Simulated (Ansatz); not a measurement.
For zinc-blende CdSe, r²SCAN (Ansatz, a program for electronic structure, PAW) gives:

lattice constant a: 6.133 Å
bulk modulus B0: 51.6 GPa
cohesive energy: 2.56 eV/atom
band gap: 1.04 eV

### Question
What does r²SCAN0 in Ansatz (plane waves, PAW) give for the same quantities?

### Answer

- lattice constant a: 6.109 Å (shrinks by 0.4 %)
- bulk modulus: 54.7 GPa (grows by 6.0 %)
- cohesive energy: 2.53 eV/atom (drops by 0.03 eV/atom)
- band gap: 2.39 eV (increases by 1.35 eV)

For comparison: lattice constant a 6.077 Å (measured, room temperature, no zero-point or thermal correction, our sources range from 6.052 to 6.084; as tabulated in arXiv:1206.3780); cohesive energy 2.46 eV/atom (measured, temperature not stated, no zero-point or thermal correction; as tabulated in Verma et al. (2010), arXiv:1001.1248); band gap 1.77 eV (measured, low temperature, zero-point motion not removed, our sources range from 1.75 to 1.90; as tabulated in arXiv:1206.3780).

Changes are worked out from the printed values.

Unless a cell is named, each level is at its own relaxed cell (r²SCAN 28.84, r²SCAN0 28.50 Å³/atom).

Spin–orbit coupling is included only where a level's name says +SOC; with heavier elements it mostly lowers gaps and can invert bands. Density-functional gaps are differences of (generalised) Kohn–Sham levels.

Ansatz's density-functional and Hartree–Fock values are scalar-relativistic unless marked +SOC, with PAW data made under PBE.
